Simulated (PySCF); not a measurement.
**Basis and Hamiltonian dependence of the ionisation energy of Al**

Al [Ne] 3s2 3p1 (2P) → Al⁺ [Ne] 3s2 (1S). Calculated with PySCF 2.14 from differences of total energies of unrestricted determinants, without spin-orbit coupling. Values in eV.

```json
{"basis": "cc-pV(D+d)Z", "Hamiltonian": "non-relativistic", "functions": "23", "UHF": "5.586", "r2SCAN": "n/a", "PBE0": "6.096", "MP2 (valence)": "5.738", "CCSD(T) (valence)": "5.848", "CCSD(T) (valence and next inner shell)": "n/a"}
{"basis": "aug-cc-pVDZ-DK", "Hamiltonian": "spin-free X2C", "functions": "27", "UHF": "5.586", "r2SCAN": "6.163", "PBE0": "6.089", "MP2 (valence)": "5.744", "CCSD(T) (valence)": "5.856", "CCSD(T) (valence and next inner shell)": "n/a"}
{"basis": "ANO-RCC-VTZP", "Hamiltonian": "spin-free X2C", "functions": "34", "UHF": "5.590", "r2SCAN": "6.165", "PBE0": "6.084", "MP2 (valence)": "5.812", "CCSD(T) (valence)": "5.931", "CCSD(T) (valence and next inner shell)": "5.914"}
{"basis": "x2c-TZVPall", "Hamiltonian": "spin-free X2C", "functions": "37", "UHF": "5.587", "r2SCAN": "6.156", "PBE0": "n/a", "MP2 (valence)": "5.799", "CCSD(T) (valence)": "5.921", "CCSD(T) (valence and next inner shell)": "n/a"}
{"basis": "cc-pV(T+d)Z", "Hamiltonian": "non-relativistic", "functions": "39", "UHF": "5.598", "r2SCAN": "n/a", "PBE0": "6.088", "MP2 (valence)": "5.818", "CCSD(T) (valence)": "5.943", "CCSD(T) (valence and next inner shell)": "n/a"}
{"basis": "aug-cc-pV(T+d)Z", "Hamiltonian": "non-relativistic", "functions": "55", "UHF": "5.599", "r2SCAN": "6.164", "PBE0": "6.089", "MP2 (valence)": "5.824", "CCSD(T) (valence)": "5.948", "CCSD(T) (valence and next inner shell)": "n/a"}
{"basis": "aug-cc-pV(T+d)Z with one added diffuse shell each of s, p, d, f type", "Hamiltonian": "non-relativistic", "functions": "71", "UHF": "5.599", "r2SCAN": "6.164", "PBE0": "6.089", "MP2 (valence)": "5.824", "CCSD(T) (valence)": "5.948", "CCSD(T) (valence and next inner shell)": "n/a"}
{"basis": "aug-cc-pwCVTZ", "Hamiltonian": "non-relativistic", "functions": "75", "UHF": "5.599", "r2SCAN": "6.162", "PBE0": "6.090", "MP2 (valence)": "5.824", "CCSD(T) (valence)": "5.948", "CCSD(T) (valence and next inner shell)": "5.934"}
{"basis": "dyall-av3z", "Hamiltonian": "non-relativistic", "functions": "84", "UHF": "5.607", "r2SCAN": "6.174", "PBE0": "6.097", "MP2 (valence)": "5.834", "CCSD(T) (valence)": "5.956", "CCSD(T) (valence and next inner shell)": "n/a"}
{"basis": "dyall-av3z", "Hamiltonian": "spin-free X2C", "functions": "84", "UHF": "5.598", "r2SCAN": "6.165", "PBE0": "6.087", "MP2 (valence)": "5.825", "CCSD(T) (valence)": "5.947", "CCSD(T) (valence and next inner shell)": "n/a"}
{"basis": "aug-cc-pV(Q+d)Z", "Hamiltonian": "non-relativistic", "functions": "89", "UHF": "5.608", "r2SCAN": "6.181", "PBE0": "6.097", "MP2 (valence)": "5.853", "CCSD(T) (valence)": "5.967", "CCSD(T) (valence and next inner shell)": "n/a"}
{"basis": "dyall-acv3z", "Hamiltonian": "non-relativistic", "functions": "113", "UHF": "5.609", "r2SCAN": "6.176", "PBE0": "6.098", "MP2 (valence)": "5.836", "CCSD(T) (valence)": "5.960", "CCSD(T) (valence and next inner shell)": "5.949"}
{"basis": "aug-cc-pCVQZ-DK", "Hamiltonian": "spin-free X2C", "functions": "134", "UHF": "5.600", "r2SCAN": "6.170", "PBE0": "6.089", "MP2 (valence)": "5.847", "CCSD(T) (valence)": "n/a", "CCSD(T) (valence and next inner shell)": "n/a"}
```

Q: Estimate the row for aug-cc-pCVTZ-DK (spin-free X2C, 75 functions).

A: From the rows with the same Hamiltonian and similar size; the calculation gives UHF 5.59; r2SCAN 6.15; PBE0 6.08; MP2 (valence) 5.81; CCSD(T) (valence) 5.94; CCSD(T) (valence and next inner shell) 5.92 (eV).

Extrapolation of CCSD(T) (valence) from aug-cc-pV(T+d)Z and aug-cc-pV(Q+d)Z: the correlation parts are 0.349 and 0.359 eV; with the X⁻³ form and unrounded values, (4³ × 0.359 − 3³ × 0.349)/(4³ − 3³) = 0.366 eV, and adding the Hartree-Fock value 5.608 eV of the larger basis gives 5.974 eV.

Extrapolation of MP2 (valence) from aug-cc-pCVTZ-DK and aug-cc-pCVQZ-DK: the correlation parts are 0.225 and 0.247 eV; with the X⁻³ form and unrounded values, (4³ × 0.247 − 3³ × 0.225)/(4³ − 3³) = 0.263 eV, and adding the Hartree-Fock value 5.600 eV of the larger basis gives 5.863 eV.

Frozen in the all-electron rows: valence: [Ne]; valence and next inner shell: 1s2.

Reference for a calculation without spin-orbit coupling: 5.977 eV (measured, between term centres; NIST).
